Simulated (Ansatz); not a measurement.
A calculation with Ansatz (development build ahead of 0.2.0).

```yaml
crystal:
  periodic: [false, false, false]
  atoms:
    - { symbol: B, position_ang: [0.0, 0.0, 0.0] }
    - { symbol: O, position_ang: [0.0, 0.0, 1.3255] }
basis:
  gaussian: { orbitals: def2-SVP }
magnetization:
  initial_magnetization: 1
hamiltonian:
  xc: hf
correlation:
  method: ccsd_t
  frozen_orbitals: { B: 1, O: 1 }
scf:
  omitted_lower_state_checks: [starts, atomic_configurations, cluster_reference, orbital_swaps, given_window_search, neighbouring_geometries, increment]
```

The input is written out in the form of the current development build from the run's settings. Correlation on restricted open-shell orbitals is semicanonical, with singles.

The run gave:

```yaml
Converged: yes
Reference_energy: -99.40744 hartree
Correlation_energy: -0.27223 hartree
Total_energy: -99.67967 hartree
Stability_test: minimum among restricted orbitals
```
